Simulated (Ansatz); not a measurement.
Reaction (SMILES): C (CH4) → [CH3-] + H+
B3LYP-D3(BJ)/def2-TZVP geometries, fixed; electronic energies without zero-point terms.
Largest species:
```
C
H 1 1.0892
H 1 1.0892 2 109.47
H 1 1.0892 2 109.47 3 120.00
H 1 1.0892 2 109.47 3 -120.00
```
Charge 0, spin multiplicity 1.

Basis-set convergence of the deprotonation energy at B3LYP with Ansatz (a quantum-chemistry and plane-wave program). Cartesian d functions, on some or all atoms, in 6-31+G*; all else is spherical. The program fits the integrals of some runs and decomposes those of others, by size. No added dispersion term, no relativity. Functions are those of the species that has most. Reference: the value in aug-pcseg-3, 424.43 kcal/mol, itself unsure by roughly 2.04 kcal/mol (its mean distance from aug-cc-pVQZ, def2-QZVPPD).

| basis | functions | deprotonation energy (kcal/mol) |
|---|---|---|
| def2-SV(P) | 22 | 445.14 |
| 6-31+G* | 27 | 426.89 |
| def2-SVPD | 52 | ___ |
| 6-311++G(2d,2p) | 67 | ___ |
| def2-TZVPD | 73 | ___ |
| def2-TZVPP | 87 | ___ |
| def2-TZVPPD | 105 | 428.86 |
| def2-QZVPPD | 195 | 428.08 |
| aug-cc-pVQZ | 264 | 424.85 |

Question: Complete the blanks.

Answer: 
- def2-SVPD, deprotonation energy (kcal/mol): 430.43
- 6-311++G(2d,2p), deprotonation energy (kcal/mol): 425.58
- def2-TZVPD, deprotonation energy (kcal/mol): 428.52
- def2-TZVPP, deprotonation energy (kcal/mol): 433.04
